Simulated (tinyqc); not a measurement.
Born-Oppenheimer dynamics on the LDA (VWN5)/sto-3g surface (energies and gradients from PySCF), for H2O, spin multiplicity 1, step by step. Computed by tinyqc, a small Python program that keeps every step (integrals from PySCF). Settings: charge = 0, multiplicity = 1, basis = sto-3g, functional = lda,vwn, time step (fs) = 2.0, steps = 16. Command: `OMP_NUM_THREADS=1 python tinyqc.py 22856 22857 out.jsonl` (the two numbers bound the seeds that draw the settings). One thread of a shared host (Intel(R) Xeon(R) Processor @ 2.60GHz), about 5 s of CPU time with the checks.

## Velocity Verlet step 1

positions (bohr):
```
          x        y        z
1O  -0.0605  -0.0378  -0.0208
2H  -0.0529   1.5439   1.1584
3H   0.0076  -1.6762   1.1036
```

velocities (bohr per atomic time unit):
```
             x           y           z
1O  -0.0000228   0.0000149  -0.0000237
2H   0.0000192   0.0002859   0.0003463
3H   0.0003422  -0.0005221   0.0000293
```

gradient (hartree/bohr):
```
            x          y          z
1O   0.000560   0.005283   0.020690
2H  -0.000951   0.029302  -0.011879
3H   0.000383  -0.034582  -0.008824
```

masses (electron masses): 1O 29156.9464, 2H 1837.1526, 3H 1837.1526

gradient after step 1 (hartree/bohr):
```
            x          y          z
1O   0.000425   0.001282   0.010309
2H  -0.001020   0.028396  -0.004955
3H   0.000586  -0.029673  -0.005364
```

dt = 2 fs = 82.6827 atomic units; x' = x + v dt - g dt^2 / (2m); after the new gradient g', v' = v - (g + g') dt / (2m).

positions after step 1 (bohr):
```
          x        y        z
1O  -0.0624  -0.0372  -0.0252
2H  -0.0496   1.5130   1.2091
3H   0.0351  -1.6550   1.1224
```

velocities after step 1 (bohr per atomic time unit):
```
             x           y           z
1O  -0.0000242   0.0000056  -0.0000676
2H   0.0000636  -0.0010125   0.0007251
3H   0.0003204   0.0009238   0.0003486
```

## Velocity Verlet step 2

gradient after step 2 (hartree/bohr):
```
            x          y          z
1O   0.001517  -0.007955   0.021119
2H  -0.000287  -0.004175  -0.007717
3H  -0.001232   0.012137  -0.013399
```

As before.

positions after step 2 (bohr):
```
          x        y        z
1O  -0.0645  -0.0369  -0.0320
2H  -0.0424   1.3765   1.2783
3H   0.0605  -1.5234   1.1612
```

velocities after step 2 (bohr per atomic time unit):
```
             x           y           z
1O  -0.0000269   0.0000150  -0.0001122
2H   0.0000930  -0.0015576   0.0010103
3H   0.0003350   0.0013185   0.0007708
```

## Energy conservation

The total energy should stay constant up to terms of order dt^2; the step counts as short enough if it moves by less than 2 % of the largest kinetic energy.

Trajectory:

| time (fs) | 1O-2H (angstrom) | potential (hartree) | kinetic (hartree) | total (hartree) |
|---|---|---|---|---|
| 0.0000 | 1.0440 | -74.736583 | 0.000563 | -74.736020 |
| 2.0000 | 1.0486 | -74.738774 | 0.002494 | -74.736280 |
| 4.0000 | 1.0199 | -74.742616 | 0.005617 | -74.736999 |
| 6.0000 | 1.0154 | -74.740062 | 0.003611 | -74.736451 |
| 8.0000 | 1.0540 | -74.737084 | 0.000907 | -74.736177 |
| 10.0000 | 1.0671 | -74.738068 | 0.001976 | -74.736091 |
| 12.0000 | 1.0315 | -74.742930 | 0.005791 | -74.737139 |
| 14.0000 | 1.0002 | -74.739971 | 0.003757 | -74.736214 |
| 16.0000 | 1.0242 | -74.737476 | 0.001158 | -74.736318 |
| 18.0000 | 1.0517 | -74.737294 | 0.001324 | -74.735970 |
| 20.0000 | 1.0393 | -74.742312 | 0.005396 | -74.736916 |
| 22.0000 | 1.0137 | -74.741094 | 0.004604 | -74.736490 |
| 24.0000 | 1.0330 | -74.737636 | 0.001355 | -74.736281 |
| 26.0000 | 1.0647 | -74.737182 | 0.001174 | -74.736009 |
| 28.0000 | 1.0527 | -74.741916 | 0.005117 | -74.736799 |
| 30.0000 | 1.0108 | -74.741659 | 0.004997 | -74.736662 |
| 32.0000 | 1.0057 | -74.737620 | 0.001424 | -74.736196 |

The total energy moves within 1.2e-03 hartree; that is over 2 % of the largest kinetic energy, so the time step is too long.
